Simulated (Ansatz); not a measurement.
# Ladder of methods for the elastic constant C44 of zinc-blende GaAs

Reference value: 60 GPa (measured, temperature not stated, not corrected to a static lattice; as tabulated in Råsander and Moram (2015), arXiv:1505.02379).

**Question.** Put these levels in order of the elastic constant C44 that they give for zinc-blende GaAs, smallest first: PBE (Ansatz, an electronic-structure program), PBE-D3(BJ) (Ansatz), r²SCAN (Ansatz).

**Answer.** PBE (51.3 GPa), PBE-D3(BJ) (54.7 GPa), r²SCAN (60.4 GPa)

Unless a cell is named, each level is at its own relaxed cell (PBE 23.70, PBE-D3(BJ) 22.85, r²SCAN 22.75 Å³/atom).

Differences against the reference: PBE -14.5 %, PBE-D3(BJ) -8.8 %, r²SCAN +0.7 %.

The measured value isn't corrected to a static lattice, so vibrations enter the comparison. A static lattice is as a rule stiffer than a warm one, by over a tenth in soft solids.  PBE-D3(BJ): the dispersion coefficients are held fixed in the derivatives. Each level is taken at its own relaxed cell. Cutoffs and k meshes differ between the levels. Ansatz's density-functional and Hartree–Fock values are scalar-relativistic unless marked +SOC, with PAW data made under PBE.

Differences are worked out from the printed values.
